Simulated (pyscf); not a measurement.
This saddle point was located with ωB97X-D3(BJ)/def2-SVP in PySCF.

```xyz
9

Ge    -1.4051    -1.1867     0.3072
H      0.1305    -0.5483     1.1547
H     -0.7073    -1.9356    -0.8518
H     -2.9085    -0.8540    -0.1423
C     -0.8073     0.8084    -0.7106
Cl     0.6783     0.8237    -1.6857
H     -0.2212     0.1181     0.4026
H     -1.6686     0.7033    -1.3846
H     -0.9061     1.7657    -0.1762
```
Charge 0, spin multiplicity 2.

Surface: doublet, charge 0. Lowest wavenumbers (cm⁻¹): 1698i, 77, 152, 293, 419.

Q: What reaction is this the transition state of?

A: GeH₃• (SMILES [GeH3]) + H₃C–Cl (SMILES CCl) ⇌ Cl–CH₂–GeH₂• (SMILES Cl[CH2][GeH2]) + H₂ (SMILES [H][H]), a four-centre exchange read from left to right: Ge–H, C–H broken and C–Ge, H–H formed. At ωB97M-D3(BJ)/def2-TZVP it lies +3.16 eV from the left side and +2.68 eV from the right (each side as separated species at their lowest minima found). At the saddle there is also a short Ge–H contact that neither side keeps. Cl–CH₂–GeH₂• lies 1.68 eV over its isomer H₃C–GeH•–Cl (electronic energy, ωB97M-D3(BJ)/def2-TZVP). One saddle was located; it need not be the lowest between these sides. Elements up to Kr have no core potential and no relativistic terms here.
